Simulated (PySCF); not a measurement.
# HF: singlet, from a linear start

The task is one start of a wider search on HF: the singlet, from a linear start. It is relaxed, tested by its Hessian and followed downhill if it is a saddle.

The runs use PySCF 2.14.0; PBE0, basis H def2-TZVPD, F def2-TZVPD, no relativity, density fitting.

**1. The starting structure**

2 atoms, charge 0, spin multiplicity 1.

Bond lengths: H1–F2 1.008 Å.

Z-matrix (Å, degrees; charge 0 multiplicity 1):
```
H
F  1 1.0080
```

**2. First SCF at the start**

One driver script runs all steps and calls PySCF; scf.py shows how it sets up the SCF of each step. The optimiser is the driver's own. After this first run the driver tries any further starts and a stability analysis.

The input, scf.py:

```python
from pyscf import gto, scf, dft
mol = gto.M(atom='''
H      0.000000     0.000000     0.000000
F      0.000000     0.000000     1.008000''',
    basis={'H': 'def2-TZVPD', 'F': 'def2-TZVPD'},
    charge=0, spin=0)
mf = dft.RKS(mol, xc='PBE0')
mf.grids.atom_grid = (50, 194)
aux = {'H': 'def2-universal-JKFIT', 'F': 'def2-universal-JKFIT'}
mf = mf.density_fit(auxbasis=aux)
mf.conv_tol = 1e-08
mf.diis_space = 10
mf.max_cycle = 60
mf.init_guess = 'minao'
mf.verbose = 4
mf.kernel()
```

Started as:

```
$ OMP_NUM_THREADS=1 python axn.py task.json out
```

After this run come: Relaxation: linear start, singlet; Frequencies.

**Question.** What will these runs give? Wanted: minimum; geometry; wavenumbers; dipole moment; highest occupied, lowest empty level; polar-tensor charge of H1; zero-point energy; atomisation energy.

The runs gave:

```
                                 quantity            value
                                  minimum     singlet, C∞v
                                 geometry      H–F 0.921 Å
                       wavenumbers (cm⁻¹)        4146 (σ+)
                            dipole moment           1.81 D
     highest occupied, lowest empty level  -11.83, 0.30 eV
                polar-tensor charge of H1          +0.38 e
                        zero-point energy      24.8 kJ/mol
                      entropy at 298.15 K  173.7 J/(mol K)
atomisation energy (no zero-point energy)       569 kJ/mol
```

The molecule stays C∞v, as typed, and the end point is a minimum. The strongest infrared band lies at 4146 cm⁻¹ (σ+). The density between H1 and F2 is high and ELF large, as in a shared bond. Only this shape and spin were tried, so other structures or states may lie lower.
